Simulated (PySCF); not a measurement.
H₂O.
Cartesian coordinates in Å at the GFN2-xTB level; atoms count from 1:
```
atom  x, y, z in Å
O1     0.0043    0.3785   -0.0026
H2    -0.7686   -0.1895   -0.0111
H3     0.7758   -0.1915    0.0011
```

Computed, not measured: B3LYP/6-311+G(2d,p) in PySCF (dipole) on a GFN2-xTB geometry, gas phase.

Take the most abundant isotopes and a rigid rotor. 

(1) What are A, B and C (MHz)?

(2) What kind of rotor is it?

(3) Where do the levels up to J = 2 lie, in cm⁻¹?

(4) Predict some low-J microwave lines.

Results:

(1) Ia = 0.58, Ib = 1.20, Ic = 1.78 u·Å²; 505379 MHz·u·Å²/I gives A = 871841, B = 420472, C = 283666 MHz.

(2) An asymmetric top. Ray's parameter κ = (2B − A − C)/(A − C) = -0.535; −1 is the prolate and +1 the oblate limit.

(3) Above 0(0,0):
J = 1: 1(0,1) 23.4875, 1(1,1) 38.5435, 1(1,0) 43.1069
J = 2: 2(0,2) 69.5731, 2(1,2) 80.9552, 2(1,1) 94.6453, 2(2,1) 139.8134, 2(2,0) 140.7029
The levels of one J sum to (2J + 1)J(J + 1)(A + B + C)/3.

(4) The dipole components are |μa| = 0.00 D, |μb| = 2.05 D, |μc| = 0.00 D; the symmetry axis of this C2v structure is b, so μa and μc vanish by symmetry and there are no a-type or c-type lines. Some lines, for components of 0.1 D or more:

```csv
type,branch,"J(Ka,Kc)",MHz,lower level (cm⁻¹)
b,Q,"1(1,0) ← 1(0,1)",588175,23.488
b,Q,"2(1,1) ← 2(0,2)",751646,69.573
b,R,"2(0,2) ← 1(1,1)",930244,38.544
b,R,"3(1,2) ← 2(2,1)",944885,139.813
b,Q,"3(1,2) ← 3(0,3)",1038800,136.681
b,R,"1(1,1) ← 0(0,0)",1155507,0.000
b,Q,"3(2,1) ← 3(1,2)",1294773,171.331
b,Q,"2(2,0) ← 2(1,1)",1380769,94.645
b,R,"3(0,3) ← 2(1,2)",1670609,80.955
b,R,"2(1,2) ← 1(0,1)",1722838,23.488
b,Q,"2(2,1) ← 2(1,2)",1764525,80.955
b,Q,"3(2,2) ← 3(1,3)",1985046,144.062
b,R,"3(1,3) ← 2(0,2)",2233119,69.573
b,Q,"3(3,0) ← 3(2,1)",2490250,214.520
b,Q,"3(3,1) ← 3(2,2)",2614170,210.276
b,R,"2(2,1) ← 1(1,0)",2899188,43.107
b,R,"2(2,0) ← 1(1,1)",3062659,38.544
b,R,"3(2,2) ← 2(1,1)",3466520,94.645
b,R,"3(2,1) ← 2(1,2)",4004183,80.955
b,R,"3(3,1) ← 2(2,0)",4699920,140.703
b,R,"3(3,0) ← 2(2,1)",4729908,139.813
```

Stationary, but not proved a minimum. Zero-point vibration and centrifugal distortion are left out.
